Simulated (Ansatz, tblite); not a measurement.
# BH2(OEt) (C₂H₇BO): charged states by level of theory

What does removing or adding an electron cost or gain for BH2(OEt) (C₂H₇BO)? Each charged state is run at several levels.

The runs use Ansatz 0.2.0, Gaussian basis; as each input shows.

The runs, in order: charge +1 doublet, at the geometry of the singlet (PBE0-D4/def2-TZVP, PBE-D4/def2-TZVP, r2SCAN-D4/def2-TZVP); charge -1 doublet, at the geometry of the singlet (PBE0-D4/def2-TZVPD, PBE-D4/def2-TZVPD, r2SCAN-D4/def2-TZVPD); the starting singlet's energies come from earlier runs.

**1. The geometry**

The geometry is that of the singlet, from an earlier relaxation (r2SCAN-D4/def2-SVP).

11 atoms, charge 0, spin multiplicity 1.

Atoms are counted from 1 here; the program's logs count them from 0.

Bond lengths: B1–H2 1.216 Å, B1–H3 1.208 Å, B1–O4 1.342 Å, O4–C5 1.427 Å, C5–C6 1.513 Å, C5–H7 1.105 Å, C5–H8 1.103 Å, C6–H9 1.101 Å, C6–H10 1.101 Å, C6–H11 1.101 Å. Angles: H2–B1–H3 122.9°, H2–B1–O4 120.3°, H3–B1–O4 116.8°, B1–O4–C5 122.8°, O4–C5–C6 110.1°, O4–C5–H7 109.6°, O4–C5–H8 107.0°, C6–C5–H7 111.3°, C6–C5–H8 110.6°, H7–C5–H8 108.1°, C5–C6–H9 110.3°, C5–C6–H10 110.6°, C5–C6–H11 110.9°, H9–C6–H10 108.4°, H9–C6–H11 108.3°, H10–C6–H11 108.2°.

**2. Charge +1 doublet at the fixed geometry, first pass, PBE0-D4/def2-SVP**

in.yaml reads:

```yaml
crystal:
  periodic: [false, false, false]
  atoms:
    - {symbol: B, position_ang: [0.901373, 1.475771, -0.945825]}
    - {symbol: H, position_ang: [1.997715, 1.138068, -0.542304]}
    - {symbol: H, position_ang: [0.747985, 2.259595, -1.852510]}
    - {symbol: O, position_ang: [-0.209909, 0.976123, -0.382777]}
    - {symbol: C, position_ang: [-0.178252, 0.026912, 0.682322]}
    - {symbol: C, position_ang: [-0.723807, -1.303753, 0.211113]}
    - {symbol: H, position_ang: [0.856197, -0.074629, 1.058348]}
    - {symbol: H, position_ang: [-0.800252, 0.435492, 1.496414]}
    - {symbol: H, position_ang: [-0.762877, -2.018790, 1.047318]}
    - {symbol: H, position_ang: [-1.740769, -1.184073, -0.192327]}
    - {symbol: H, position_ang: [-0.087414, -1.730704, -0.579760]}
basis:
  gaussian: {orbitals: def2-SVP}
total_charge: 1
magnetization: {spin_polarized: true, initial_magnetization: 1}
hamiltonian: {xc: pbe0, dispersion: d4}
output: {orbitals: {seedname: orbitals}}
```

Started as:

```sh
ansatz run in.yaml --threads 2 --pin off --events-out ev --progress --plain --max-ram 32768MiB --backend cpu
```

Output:

```text
Functional definition: PBE0
  name "PBE0"
  cite "Adamo & Barone, J. Chem. Phys. 110, 6158 (1999) doi:10.1063/1.478522"
  cite "Perdew, Burke & Ernzerhof, Phys. Rev. Lett. 77, 3865 (1996) doi:10.1103/PhysRevLett.77.3865"
  parent pbe
  parameter a = 0.25
  parameter kappa = 0.804
  parameter beta = 0.06672455060314922
  exchange = (1 - a)*pbe_x(kappa = kappa, mu = beta*pi^2/3) + a*exact_x
  correlation = pbe_c(beta = beta)
1019 factors; their error is unknown
mean field evaluation 1: about -4878.5628 eV, gradient 5.3e1 eV
mean field evaluation 2: about -4832.5034 eV, gradient 1.1e2 eV
mean field evaluation 4: about -4891.4055 eV, gradient 9.7e0 eV
mean field evaluation 8: about -4891.8466 eV, gradient 3.8e-1 eV
mean field evaluation 16: about -4891.8405 eV, gradient 1.0e-2 eV
mean field evaluation 32: about -4891.8011 eV, gradient 2.1e0 eV
mean field -4891.84047170 eV, -179.7718215265 hartree, gradient 2.1e-5 eV, S^2 0.755966; 2 other end points of the search recorded, 0 dependent functions left out
reference -4891.84049822 eV, -179.7718225009 hartree; 16, 15 occupied and 75, 76 virtual orbitals, 1019 factors
Total energy: -4891.94594894 eV, -179.7756977434 hartree
```

It took 3 s on 2 threads of AMD EPYC 7R13, shared host.

Report: HOMO -15.14 eV, LUMO -13.21 eV (over both spins); ⟨S²⟩ 0.756 (pure: 0.75).

**3. Charge +1 doublet at the fixed geometry, PBE0-D4/def2-TZVP**

start.molden holds the orbitals of an earlier run on this state, given as this run's starting guess.

in.yaml: that of step 2 with these lines changed.

```diff
@@ -15,3 +15,3 @@
 basis:
-  gaussian: {orbitals: def2-SVP}
+  gaussian: {orbitals: def2-TZVP, initial_orbitals: start.molden}
 total_charge: 1
@@ -19,2 +19,3 @@
 hamiltonian: {xc: pbe0, dispersion: d4}
+scf: {omitted_lower_state_checks: [starts]}
 output: {orbitals: {seedname: orbitals}}
```

The command is unchanged.

Output:

```text
Functional definition: PBE0
  name "PBE0"
  cite "Adamo & Barone, J. Chem. Phys. 110, 6158 (1999) doi:10.1063/1.478522"
  cite "Perdew, Burke & Ernzerhof, Phys. Rev. Lett. 77, 3865 (1996) doi:10.1103/PhysRevLett.77.3865"
  parent pbe
  parameter a = 0.25
  parameter kappa = 0.804
  parameter beta = 0.06672455060314922
  exchange = (1 - a)*pbe_x(kappa = kappa, mu = beta*pi^2/3) + a*exact_x
  correlation = pbe_c(beta = beta)
these checks for a lower state are left out or cut short: starts
988 factors; their error is unknown
mean field evaluation 1: about -4894.9446 eV, gradient 8.2e1 eV
mean field evaluation 2: about -4897.2845 eV, gradient 2.2e0 eV
mean field evaluation 4: about -4897.2898 eV, gradient 3.0e-1 eV
mean field evaluation 8: about -4897.2901 eV, gradient 1.0e-4 eV
mean field -4897.29009930 eV, -179.9720916467 hartree, gradient 1.3e-5 eV, S^2 0.756464; 0 other end points of the search recorded, 0 dependent functions left out
reference -4897.29013067 eV, -179.9720927996 hartree; 16, 15 occupied and 150, 151 virtual orbitals, 988 factors
Total energy: -4897.39558139 eV, -179.9759680421 hartree
Checks for a lower state left out: starts
```

Run time: 4 s. Hardware: 2 threads of AMD EPYC 7R13, shared host.

Report: HOMO -15.13 eV, LUMO -13.15 eV (over both spins); ⟨S²⟩ 0.756 (pure: 0.75).

**4. Charge +1 doublet at the fixed geometry, PBE-D4/def2-TZVP**

in.yaml: that of step 3 with these lines changed.

```diff
@@ -18,3 +18,3 @@
 magnetization: {spin_polarized: true, initial_magnetization: 1}
-hamiltonian: {xc: pbe0, dispersion: d4}
+hamiltonian: {xc: pbe, dispersion: d4}
 scf: {omitted_lower_state_checks: [starts]}
```

The command is unchanged.

Output:

```text
Functional definition: PBE
  name "PBE"
  cite "Perdew, Burke & Ernzerhof, Phys. Rev. Lett. 77, 3865 (1996) doi:10.1103/PhysRevLett.77.3865"
  parent pbe
  parameter kappa = 0.804
  parameter beta = 0.06672455060314922
  exchange = pbe_x(kappa = kappa, mu = beta*pi^2/3)
  correlation = pbe_c(beta = beta)
these checks for a lower state are left out or cut short: starts
988 factors; their error is unknown
mean field evaluation 1: about -4896.9838 eV, gradient 5.8e0 eV
mean field evaluation 2: about -4897.1079 eV, gradient 3.2e-1 eV
mean field evaluation 4: about -4897.0760 eV, gradient 1.5e-2 eV
mean field evaluation 8: about -4897.0760 eV, gradient 1.1e-5 eV
mean field -4897.07595918 eV, -179.9642221424 hartree, gradient 1.1e-5 eV, S^2 0.752180; 0 other end points of the search recorded, 0 dependent functions left out
reference -4897.07600143 eV, -179.9642236952 hartree; 16, 15 occupied and 150, 151 virtual orbitals, 988 factors
Total energy: -4897.20278104 eV, -179.9688827598 hartree
Checks for a lower state left out: starts
```

It took 2.5 s on 2 threads of AMD EPYC 7R13, shared host.

From the report: HOMO -13.99 eV, LUMO -13.69 eV (over both spins); ⟨S²⟩ 0.752 (pure: 0.75).

**5. Charge +1 doublet at the fixed geometry, r2SCAN-D4/def2-TZVP**

in.yaml: that of step 4 with these lines changed.

```diff
@@ -18,3 +18,3 @@
 magnetization: {spin_polarized: true, initial_magnetization: 1}
-hamiltonian: {xc: pbe, dispersion: d4}
+hamiltonian: {xc: r2scan, dispersion: d4}
 scf: {omitted_lower_state_checks: [starts]}
```

The command is unchanged.

Output:

```text
Functional definition: r2SCAN
  name "r2SCAN"
  cite "Furness, Kaplan, Ning, Perdew & Sun, J. Phys. Chem. Lett. 11, 8208 (2020) doi:10.1021/acs.jpclett.0c02405"
  cite "Furness, Kaplan, Ning, Perdew & Sun, J. Phys. Chem. Lett. 11, 9248 (2020) doi:10.1021/acs.jpclett.0c03077"
  parent r2scan
  parameter k0 = 0.174
  parameter k1 = 0.065
  parameter a1 = 4.9479
  exchange = r2scan_x(k0 = k0, k1 = k1, a1 = a1)
  correlation = r2scan_c
these checks for a lower state are left out or cut short: starts
988 factors; their error is unknown
mean field evaluation 1: about -4900.5261 eV, gradient 3.2e0 eV
mean field evaluation 2: about -4900.5716 eV, gradient 1.4e-1 eV
mean field evaluation 4: about -4900.5419 eV, gradient 2.4e-3 eV
mean field evaluation 8: about -4900.5419 eV, gradient 1.7e-5 eV
mean field -4900.54189188 eV, -180.0915928200 hartree, gradient 1.7e-5 eV, S^2 0.755775; 0 other end points of the search recorded, 0 dependent functions left out
reference -4900.54190673 eV, -180.0915933658 hartree; 16, 15 occupied and 150, 151 virtual orbitals, 988 factors
Total energy: -4900.57379971 eV, -180.0927654113 hartree
Checks for a lower state left out: starts
```

Wall time 4.6 s (2 threads of AMD EPYC 7R13, shared host).

HOMO -14.20 eV, LUMO -13.75 eV (over both spins); ⟨S²⟩ 0.756 (pure: 0.75).

**6. Vertical ionisation energy**

Charged state less starting state, singlet to doublet; the starting state's energies are those of its earlier runs.

```
              level  vertical ionisation energy (eV)   time
   PBE-D4/def2-TZVP                           +10.46  3.9 s
r2SCAN-D4/def2-TZVP                           +10.61  6.9 s
  PBE0-D4/def2-TZVP                           +10.88  5.9 s
```

Times add the two runs; a level without a time comes out of a correlated run.

Beside −ε(HOMO) of the starting state:

| level | −ε(HOMO) (eV) | by difference (eV) | mismatch (eV) |
| --- | --- | --- | --- |
| PBE-D4/def2-TZVP | 7.02 | 10.46 | -3.44 |
| r2SCAN-D4/def2-TZVP | 7.33 | 10.61 | -3.28 |
| PBE0-D4/def2-TZVP | 8.50 | 10.88 | -2.38 |

**7. Charge -1 doublet at the fixed geometry, first pass, PBE0-D4/def2-SVP**

in.yaml: that of step 5 with these lines changed.

```diff
@@ -15,7 +15,6 @@
 basis:
-  gaussian: {orbitals: def2-TZVP, initial_orbitals: start.molden}
-total_charge: 1
+  gaussian: {orbitals: def2-SVP}
+total_charge: -1
 magnetization: {spin_polarized: true, initial_magnetization: 1}
-hamiltonian: {xc: r2scan, dispersion: d4}
-scf: {omitted_lower_state_checks: [starts]}
+hamiltonian: {xc: pbe0, dispersion: d4}
 output: {orbitals: {seedname: orbitals}}
```

Same command.

Output:

```text
Functional definition: PBE0
  name "PBE0"
  cite "Adamo & Barone, J. Chem. Phys. 110, 6158 (1999) doi:10.1063/1.478522"
  cite "Perdew, Burke & Ernzerhof, Phys. Rev. Lett. 77, 3865 (1996) doi:10.1103/PhysRevLett.77.3865"
  parent pbe
  parameter a = 0.25
  parameter kappa = 0.804
  parameter beta = 0.06672455060314922
  exchange = (1 - a)*pbe_x(kappa = kappa, mu = beta*pi^2/3) + a*exact_x
  correlation = pbe_c(beta = beta)
1019 factors; their error is unknown
mean field evaluation 1: about -4898.2367 eV, gradient 2.0e1 eV
mean field evaluation 2: about -4897.9516 eV, gradient 2.0e1 eV
mean field evaluation 4: about -4900.7620 eV, gradient 1.8e0 eV
mean field evaluation 8: about -4900.7806 eV, gradient 1.0e-1 eV
mean field evaluation 16: about -4900.7762 eV, gradient 1.7e-3 eV
mean field evaluation 32: about -4900.7129 eV, gradient 2.7e0 eV
mean field -4900.77619751 eV, -180.1002033932 hartree, gradient 3.7e-5 eV, S^2 0.753614; 3 other end points of the search recorded, 0 dependent functions left out
reference -4900.77622516 eV, -180.1002044093 hartree; 17, 16 occupied and 74, 75 virtual orbitals, 1019 factors
Total energy: -4900.93443646 eV, -180.1060185674 hartree
```

It took 2.3 s on 2 threads of AMD EPYC 7R13, shared host.

HOMO 4.01 eV, LUMO 5.88 eV (over both spins); ⟨S²⟩ 0.754 (pure: 0.75). Doubts: highest occupied level lies above zero.

**8. Charge -1 doublet at the fixed geometry, PBE0-D4/def2-TZVPD**

in.yaml: that of step 7 with these lines changed.

```diff
@@ -15,3 +15,3 @@
 basis:
-  gaussian: {orbitals: def2-SVP}
+  gaussian: {orbitals: def2-TZVPD, initial_orbitals: start.molden}
 total_charge: -1
@@ -19,2 +19,3 @@
 hamiltonian: {xc: pbe0, dispersion: d4}
+scf: {omitted_lower_state_checks: [starts]}
 output: {orbitals: {seedname: orbitals}}
```

Launched as before.

Output (excerpt; [...] marks lines left out):

```text
Functional definition: PBE0
  name "PBE0"
  cite "Adamo & Barone, J. Chem. Phys. 110, 6158 (1999) doi:10.1063/1.478522"
  cite "Perdew, Burke & Ernzerhof, Phys. Rev. Lett. 77, 3865 (1996) doi:10.1103/PhysRevLett.77.3865"
  parent pbe
[...]
1054 factors; their error is unknown
[...]
a density is far from that of the atoms, so the factors are made again for it
1513 factors; integrals over basis functions are off by at most 6.8e-4 eV
[...]
mean field -4907.11776965 eV, -180.3332518709 hartree, gradient 7.0e-6 eV, S^2 0.750167; 0 other end points of the search recorded, 0 dependent functions left out
reference -4907.11780328 eV, -180.3332531068 hartree; 17, 16 occupied and 197, 198 virtual orbitals, 1513 factors
Total energy: -4907.27601459 eV, -180.3390672649 hartree
Checks for a lower state left out: starts
```

It took 32 s on 2 threads of AMD EPYC 7R13, shared host; peak memory 0.75 GiB.

HOMO 1.93 eV, LUMO 2.98 eV (over both spins); ⟨S²⟩ 0.750 (pure: 0.75). Doubts: highest occupied level lies above zero.

**9. Charge -1 doublet at the fixed geometry, PBE-D4/def2-TZVPD**

in.yaml: that of step 8 with these lines changed.

```diff
@@ -18,3 +18,3 @@
 magnetization: {spin_polarized: true, initial_magnetization: 1}
-hamiltonian: {xc: pbe0, dispersion: d4}
+hamiltonian: {xc: pbe, dispersion: d4}
 scf: {omitted_lower_state_checks: [starts]}
```

Launched as before.

Output:

```text
Functional definition: PBE
  name "PBE"
  cite "Perdew, Burke & Ernzerhof, Phys. Rev. Lett. 77, 3865 (1996) doi:10.1103/PhysRevLett.77.3865"
  parent pbe
  parameter kappa = 0.804
  parameter beta = 0.06672455060314922
  exchange = pbe_x(kappa = kappa, mu = beta*pi^2/3)
  correlation = pbe_c(beta = beta)
these checks for a lower state are left out or cut short: starts
1054 factors; their error is unknown
mean field evaluation 1: about -4906.5705 eV, gradient 5.9e0 eV
mean field evaluation 2: about -4906.6648 eV, gradient 1.3e-1 eV
mean field evaluation 4: about -4906.6138 eV, gradient 1.1e0 eV
mean field evaluation 8: about -4906.6279 eV, gradient 3.2e-2 eV
mean field evaluation 16: about -4906.6277 eV, gradient 1.0e-4 eV
mean field -4906.62774327 eV, -180.3152437334 hartree, gradient 1.0e-5 eV, S^2 0.751201; 0 other end points of the search recorded, 0 dependent functions left out
reference -4906.62779278 eV, -180.3152455527 hartree; 17, 16 occupied and 197, 198 virtual orbitals, 1054 factors
Total energy: -4906.81767672 eV, -180.3222236591 hartree
Checks for a lower state left out: starts
```

Run time: 13 s. Hardware: 2 threads of AMD EPYC 7R13, shared host.

Report: HOMO 2.48 eV, LUMO 2.66 eV (over both spins); ⟨S²⟩ 0.751 (pure: 0.75). Doubts: highest occupied level lies above zero.

**10. Charge -1 doublet at the fixed geometry, r2SCAN-D4/def2-TZVPD**

in.yaml: that of step 9 with these lines changed.

```diff
@@ -18,3 +18,3 @@
 magnetization: {spin_polarized: true, initial_magnetization: 1}
-hamiltonian: {xc: pbe, dispersion: d4}
+hamiltonian: {xc: r2scan, dispersion: d4}
 scf: {omitted_lower_state_checks: [starts]}
```

The command is unchanged.

Output (excerpt; [...] marks lines left out):

```text
Functional definition: r2SCAN
  name "r2SCAN"
  cite "Furness, Kaplan, Ning, Perdew & Sun, J. Phys. Chem. Lett. 11, 8208 (2020) doi:10.1021/acs.jpclett.0c02405"
  cite "Furness, Kaplan, Ning, Perdew & Sun, J. Phys. Chem. Lett. 11, 9248 (2020) doi:10.1021/acs.jpclett.0c03077"
  parent r2scan
[...]
1054 factors; their error is unknown
[...]
mean field -4910.13493408 eV, -180.4441306186 hartree, gradient 1.3e-6 eV, S^2 0.754183; 0 other end points of the search recorded, 0 dependent functions left out
reference -4910.13496343 eV, -180.4441316971 hartree; 17, 16 occupied and 197, 198 virtual orbitals, 1054 factors
Total energy: -4910.18386491 eV, -180.4459287933 hartree
Checks for a lower state left out: starts
```

Wall time 19 s (2 threads of AMD EPYC 7R13, shared host); peak memory 0.59 GiB.

HOMO 2.65 eV, LUMO 2.98 eV (over both spins); ⟨S²⟩ 0.754 (pure: 0.75). Doubts: highest occupied level lies above zero.

**11. Vertical electron affinity**

Starting state less charged state (positive: the electron is bound), singlet to doublet; the starting state's energies are those of its earlier runs.

```csv
level,vertical electron affinity (eV),time
PBE-D4/def2-TZVPD,-0.87,15 s
r2SCAN-D4/def2-TZVPD,-1.02,22 s
PBE0-D4/def2-TZVPD,-1.02,34 s
```

Times add the two runs; a level without a time comes out of a correlated run.

Beside −ε(LUMO) of the starting state:

```
               level  −ε(LUMO) (eV)  by difference (eV)  mismatch (eV)
   PBE-D4/def2-TZVPD           1.37               -0.87          +2.24
r2SCAN-D4/def2-TZVPD           0.95               -1.02          +1.97
  PBE0-D4/def2-TZVPD           0.40               -1.02          +1.42
```

**12. Summary of results**

| quantity | value |
| --- | --- |
| vertical ionisation energy, functionals in def2-TZVP | 10.46 (PBE-D4) to 10.88 eV (PBE0-D4) |
| vertical electron affinity, functionals in def2-TZVPD | -1.02 (r2SCAN-D4) to -0.87 eV (PBE-D4) |

In words: The vertical ionisation energy spans 10.46 to 10.88 eV over the functionals. −ε(HOMO) misses the level's own difference by -2.38 eV at best (PBE0-D4) and -3.44 eV at worst (PBE-D4). The vertical electron affinity spans -1.02 to -0.87 eV over the functionals. A negative affinity means an unbound electron, held by the basis alone. −ε(LUMO) misses the level's own difference by +1.42 eV at best (PBE0-D4) and +2.24 eV at worst (PBE-D4).
